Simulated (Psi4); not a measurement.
Psi4 input (wB97X-D/6-311+G**):

```
memory 1500 MB

molecule {
0 1
C     0.00439699    0.00529408    0.50425813
F    -0.01696785    1.10243765   -0.30214647
F     0.01189880   -1.10854091   -0.27918568
H    -0.90251824   -0.00024261    1.11129806
H     0.92175780    0.02340746    1.09514257
symmetry c1
no_reorient
no_com
}

set {
  basis 6-311+G**
  reference rks
  scf_type pk
  dft_radial_points 99
  dft_spherical_points 590
  e_convergence 1e-8
  d_convergence 1e-7
  maxiter 150
}

e = energy('wb97x-d')
print_out(f'\nFINAL {e:.10f} DIPOLE {variable("CURRENT DIPOLE")[0]:.6f} {variable("CURRENT DIPOLE")[1]:.6f} {variable("CURRENT DIPOLE")[2]:.6f}\n')
```

Output:

```
   => Loading Basis Set <=

    Name: 6-311+G**
    Role: ORBITAL
    Keyword: BASIS
    atoms 1   entry C          line   129 file 6-311pgss.gbs
    atoms 2-3 entry F          line   192 file 6-311pgss.gbs
    atoms 4-5 entry H          line    42 file 6-311pgss.gbs

   => WB97X-D: Empirical Dispersion <=

    Chai and Head-Gordon Dispersion Correction
    Chai, J.-D.; Head-Gordon, M. (2010), J. Chem. Phys., 132: 6615-6620

        s6 =       1.000000

         ---------------------------------------------------------
                                   SCF
               by Justin Turney, Rob Parrish, Andy Simmonett
                          and Daniel G. A. Smith
                              RKS Reference
         ---------------------------------------------------------

  ==> Geometry <==

    Molecular point group: c1
    Full point group: C1

    Geometry (in Angstrom), charge = 0, multiplicity = 1:

       Center              X                  Y                   Z               Mass
    ------------   -----------------  -----------------  -----------------  -----------------
         C            0.004396990000     0.005294080000     0.504258130000    12.000000000000
         F           -0.016967850000     1.102437650000    -0.302146470000    18.998403162730
         F            0.011898800000    -1.108540910000    -0.279185680000    18.998403162730
         H           -0.902518240000    -0.000242610000     1.111298060000     1.007825032230
         H            0.921757800000     0.023407460000     1.095142570000     1.007825032230

  Running in c1 symmetry.

  Rotational constants: A =      1.62189  B =      0.35028  C =      0.30558 [cm^-1]
  Rotational constants: A =  48622.98621  B =  10501.05579  C =   9161.14707 [MHz]
  Nuclear repulsion =   76.987942912290009

  Charge       = 0
  Multiplicity = 1
  Electrons    = 26
  Nalpha       = 13
  Nbeta        = 13

  ==> Algorithm <==

  SCF Algorithm Type is PK.
  DIIS enabled.
  MOM disabled.
  Fractional occupation disabled.
  Guess Type is SAD.
  Energy threshold   = 1.00e-08
  Density threshold  = 1.00e-07
  Integral threshold = 1.00e-12

  ==> Primary Basis <==

  Basis Set: 6-311+G**
    Blend: 6-311+G**
    Number of shells: 38
    Number of basis functions: 78
    Number of Cartesian functions: 81
    Spherical Harmonics?: true
    Max angular momentum: 2

  ==> DFT Potential <==

   => LibXC <=

    Version 7.1.2
    S. Lehtola, C. Steigemann, M. J. T. Oliveira, and M. A. L. Marques,  SoftwareX 7, 1–5 (2018) (10.1016/j.softx.2017.11.002)

   => Composite Functional: WB97X-D <=

    wB97X-D Hyb-GGA Exchange-Correlation Functional

    J.-D. Chai and M. Head-Gordon,  Phys. Chem. Chem. Phys. 10, 6615–6620 (2008) (10.1039/B810189B)

    Deriv               =              1
    GGA                 =           TRUE
    Meta                =          FALSE

    Exchange Hybrid     =           TRUE
    MP2 Hybrid          =          FALSE

   => Exchange-Correlation Functionals <=

    1.0000   wB97X-D range-separated functional

   => Exact (HF) Exchange <=

    0.7780            HF,LR [omega = 0.2000]
    0.2220               HF

   => LibXC Density Thresholds  <==

    XC_HYB_GGA_XC_WB97X_D:  1.00E-14

   => Molecular Quadrature <=

    Radial Scheme          =       TREUTLER
    Pruning Scheme         =           NONE
    Nuclear Scheme         =       TREUTLER

    Blocking Scheme        =         OCTREE
    BS radius alpha        =              1
    Pruning alpha          =              1
    Radial Points          =             99
    Spherical Points       =            590
    Total Points           =         283552
    Total Blocks           =           2096
    Max Points             =            256
    Max Functions          =             78
    Weights Tolerance      =       1.00E-15

  ==> Integral Setup <==

  Using in-core PK algorithm.
   Calculation information:
      Number of atoms:                   5
      Number of AO shells:              38
      Number of primitives:             69
      Number of atomic orbitals:        81
      Number of basis functions:        78

      Integral cutoff                 1.00e-12
      Number of threads:                 1

  Performing in-core PK
  Using 14243463 doubles for integral storage.
  We computed 267167 shell quartets total.
  Whereas there are 274911 unique shell quartets.

  Computing range-separated integrals for PK
  We computed 267167 wK shell quartets total.
  Whereas there are 274911 wK unique shell quartets.

  ==> DiskJK: Disk-Based J/K Matrices <==

    J tasked:                  Yes
    K tasked:                  Yes
    wK tasked:                 Yes
    Omega:               2.000E-01
    Schwarz Cutoff:          1E-12


  Cached 100.0% of DFT collocation blocks in 0.549 [GiB].

  Minimum eigenvalue in the overlap matrix is 3.2209137076E-03.
  Reciprocal condition number of the overlap matrix is 4.5607753625E-04.
    Using symmetric orthogonalization.

  ==> Pre-Iterations <==

  SCF Guess: Superposition of Atomic Densities via on-the-fly atomic UHF (no occupation information).

   -------------------------
    Irrep   Nso     Nmo
   -------------------------
     A         78      78
   -------------------------
    Total      78      78
   -------------------------

  ==> Iterations <==

                        Total Energy        Delta E     RMS |[F,P]|

   @RKS iter SAD:  -238.49816108221023   -2.38498e+02   0.00000e+00
   @RKS iter   1:  -238.94638417104838   -4.48223e-01   4.98822e-03 ADIIS/DIIS
   @RKS iter   2:  -238.95501386548864   -8.62969e-03   5.05180e-03 ADIIS/DIIS
   @RKS iter   3:  -238.99379639412277   -3.87825e-02   4.69715e-04 ADIIS/DIIS
   @RKS iter   4:  -238.99428870482660   -4.92311e-04   1.40046e-04 ADIIS/DIIS
   @RKS iter   5:  -238.99434066240775   -5.19576e-05   3.13454e-05 DIIS
   @RKS iter   6:  -238.99434345522207   -2.79281e-06   2.59152e-06 DIIS
   @RKS iter   7:  -238.99434350797100   -5.27489e-08   4.89306e-07 DIIS
   @RKS iter   8:  -238.99434350931176   -1.34077e-09   7.65806e-08 DIIS
  Energy and wave function converged.

  ==> Post-Iterations <==

   Electrons on quadrature grid:
      Ntotal   =   26.0000005569 ; deviation = 5.569e-07

    Orbital Energies [Eh]
    ---------------------

    Doubly Occupied:

       1A    -24.824504     2A    -24.824503     3A    -10.454113
       4A     -1.368265     5A     -1.311228     6A     -0.816747
       7A     -0.651532     8A     -0.647403     9A     -0.643656
      10A     -0.525450    11A     -0.513236    12A     -0.503465
      13A     -0.443957

    Virtual:

      14A      0.069116    15A      0.091887    16A      0.094694
      17A      0.097904    18A      0.215555    19A      0.228419
      20A      0.229039    21A      0.249009    22A      0.303562
      23A      0.327588    24A      0.337970    25A      0.360136
      26A      0.365085    27A      0.390671    28A      0.407958
      29A      0.483437    30A      0.535187    31A      0.545253
      32A      0.659465    33A      0.672505    34A      0.706439
      35A      0.988362    36A      1.094733    37A      1.160235
      38A      1.331991    39A      1.396508    40A      1.406315
      41A      1.422099    42A      1.495732    43A      1.501879
      44A      1.568578    45A      1.656826    46A      1.664243
      47A      1.769959    48A      1.859477    49A      1.938684
      50A      1.960591    51A      2.019743    52A      2.179933
      53A      2.455116    54A      2.505479    55A      2.559245
      56A      2.848330    57A      3.017111    58A      3.193238
      59A      3.554428    60A      3.852071    61A      3.862264
      62A      3.888612    63A      3.935373    64A      3.948472
      65A      4.128103    66A      4.230796    67A      4.269232
      68A      4.785176    69A      4.974996    70A      6.360505
      71A      6.376276    72A      6.405382    73A      6.450535
      74A      6.613213    75A      6.800812    76A     23.831431
      77A     66.878703    78A     66.905337

    Final Occupation by Irrep:
              A
    DOCC [    13 ]
    NA   [    13 ]
    NB   [    13 ]

  @RKS Final Energy:  -238.99434350931176

   => Energetics <=

    Nuclear Repulsion Energy =             76.9879429122900092
    One-Electron Energy =                -483.9076839001285748
    Two-Electron Energy =                 186.9742843618318204
    DFT Exchange-Correlation Energy =     -19.0484931021593731
    Empirical Dispersion Energy =          -0.0003937811456440
    VV10 Nonlocal Energy =                  0.0000000000000000
    Total Energy =                       -238.9943435093117614

Computation Completed

Properties will be evaluated at   0.000000,   0.000000,   0.000000 [a0]

Properties computed using the SCF density matrix

 Multipole Moments:

 ------------------------------------------------------------------------------------
     Multipole            Electronic (a.u.)      Nuclear  (a.u.)        Total (a.u.)
 ------------------------------------------------------------------------------------

 L = 1.  Multiply by 2.5417464519 to convert [e a0] to [Debye]
 Dipole X            :          0.0074286            0.0000001            0.0074287
 Dipole Y            :          0.0089443           -0.0000000            0.0089443
 Dipole Z            :          0.8519374            0.0000001            0.8519375
 Magnitude           :                                                    0.8520168

 ------------------------------------------------------------------------------------

FINAL -238.9943435093 DIPOLE 0.007429 0.008944 0.851937

*** Psi4 exiting successfully. Buy a developer a beer!
```
